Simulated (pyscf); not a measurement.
H₃Sn–SnH₃ + H₂S → HS–SnH₂–SnH₃ + H₂, a four-centre exchange (singlet surface; H–Sn, H–S broken, S–Sn, H–H formed). Optimised with ωB97X-D3(BJ)/def2-SVP in PySCF. Energies in kJ/mol from the separated reactants.

AM1 to PM7: differences of heats of formation from MOPAC. 

In single points PM3 puts the saddle at 118.0 kJ/mol and the reaction energy at -73.6 kJ/mol. Should these be trusted to within a few kcal/mol? Compare with ωB97M-D3(BJ)/def2-TZVP.

ωB97M-D3(BJ)/def2-TZVP gives ΔE‡ = 180.1 kJ/mol and ΔE = -34.3 kJ/mol. PM3 lies 62.0 kJ/mol under it in the barrier and 39.4 kJ/mol under it in the reaction energy, so on this step it does not hold to within 12.6 kJ/mol. ωB97M-D3(BJ)/def2-TZVP has limits of its own. One saddle was located; it need not be the lowest between these sides. Elements past Kr carry the def2 core potentials, without spin-orbit coupling.
